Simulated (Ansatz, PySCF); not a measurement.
Noncovalent pair: HCl (SMILES Cl) (first 2 atoms) with H2S (SMILES S); geometry from NCB31 set.
(charge 0, multiplicity 1):
```xyz
5

Cl    -1.912     0.000     0.003
H     -0.627     0.000    -0.104
S      1.843     0.000    -0.102
H      1.823    -0.962     0.835
H      1.822     0.962     0.835
```

Counterpoise-corrected where a basis set is named; no monomer relaxation. Rows marked so take none.

Rows in 6-31G*, STO-3G carry no dispersion term and start afresh at each structure (6-31G* with six Cartesian d functions).

The values were computed with Ansatz (an electronic-structure program) with Gaussian orbitals; PySCF for 6-31G* rows, STO-3G rows. Values without a source in brackets are computed.

Problem. One of these levels gives -16.1 kJ/mol for the interaction energy. Which one is it?
(A) B3LYP/6-31G*
(B) wB97X-V/def2-TZVPPD
(C) HF/STO-3G (no counterpoise)

Solution. C, HF/STO-3G (no counterpoise). The others give -12.5 (B3LYP/6-31G*), -14.2 (wB97X-V/def2-TZVPPD)
